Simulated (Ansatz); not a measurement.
ClFSi (`F[Si]Cl`), relaxed with RKS PBE0-D4/def2-TZVP in Ansatz from a PBE-D4/def2-SVP geometry. The force threshold is 0.005 eV/Å; the program also tests the step.

The species carries charge 0 and has multiplicity 1.

Start:

```xyz
3

F     0.595    0.217    1.263
Si   -0.581    0.536    0.155
Cl   -0.014   -0.753   -1.417
```

```
step  energy (eV)  largest force (eV/Å)  largest move (Å)
   1  -23111.0537                 1.039             0.000
   2  -23111.0788                 0.678             0.030
   3  -23111.0896                 0.169             0.018
   4  -23111.0904                 0.013             0.005
   5  -23111.0904                 0.000             0.001
```

End:

```xyz
3

F     0.580    0.212    1.231
Si   -0.569    0.529    0.159
Cl   -0.010   -0.741   -1.390
```

Run time 6 s (2 threads of an AMD EPYC 7R13 on a shared host); peak host memory 0.22 GiB.
